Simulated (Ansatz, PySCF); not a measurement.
Isomers of C3H4. Isolated molecules, 0 K electronic values unless said otherwise. Strings in code marks are SMILES.

Quantity: electronic energy of isomers of C3H4 relative to `C#CC`, in kcal/mol.

Level 1: frozen-core MP2/cc-pVTZ // B3LYP-D3(BJ)/def2-TZVP (Ansatz, a quantum-chemistry and plane-wave program)
Level 2: PBE/6-31G* // B3LYP-D3(BJ)/def2-TZVP (PySCF)
Level 3: HF/3-21G // B3LYP-D3(BJ)/def2-TZVP (PySCF)
Level 4: HF/STO-3G // B3LYP-D3(BJ)/def2-TZVP (PySCF)

```csv
species,level 2,level 3,level 4
`C1=CC1`,16.8,40.0,28.2
`C=C=C`,-4.11,3.36,15.4
```

Q: What does level 1 give for each?

A: 
- `C1=CC1`: 23.8
- `C=C=C`: 4.57
